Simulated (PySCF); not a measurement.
Gas-phase reaction: 2 CH3SiH + (CH3)3SiOH = H3SiOCH3 + 2 (CH3)2Si

Energies from PySCF, thermal terms from the rigid-rotor harmonic-oscillator model, ideal gas at 1 bar. † marks an energy on the PBE0/def2-TZVP geometry and frequencies; other levels use their own. 6-31G* has spherical d functions here. All species are closed-shell singlets. B3LYP is the form with VWN-RPA correlation. No R ln 2 is added for the mirror-image form of (CH3)2Si. CH3SiH, (CH3)2Si: computed as isolated molecules; such fragments, hydroxides, amides, oligomers or adducts are transient or little studied in the gas. The harmonic model lacks anharmonicity and excited electronic states, which grow with temperature; levels with a mode under 35 cm⁻¹ are left out. Internal rotation in CH3SiH, (CH3)3SiOH, H3SiOCH3, (CH3)2Si is treated as a harmonic vibration of one conformer, which makes the entropy rough.

| level | ΔE electronic, kJ | ΔH°(298 K), kJ | ΔS°(298 K), J/K | ΔG°(2000 K), kJ |
|---|---|---|---|---|
| B3LYP/6-31G* | 76 | 78 | 6 | 82 |
| B3LYP/def2-TZVP† | 93 | 95 | -1 | 113 |
| HF/6-31G* | 80 | 85 | 18 | 68 |
| HF/def2-TZVP† | 93 | 95 | -1 | 113 |
| PBE/def2-TZVP† | 96 | 97 | -1 | 116 |
| PBE0/def2-SVP† | 95 | 96 | -1 | 115 |
| r2SCAN/def2-TZVP† | 103 | 104 | -1 | 122 |
| LDA/def2-TZVP† | 98 | 100 | -1 | 118 |
| ωB97X-V/def2-TZVP† | 100 | 102 | -1 | 120 |
ΔH° is lowest at B3LYP/6-31G* and highest at r2SCAN/def2-TZVP†. No reference value is set beside these.
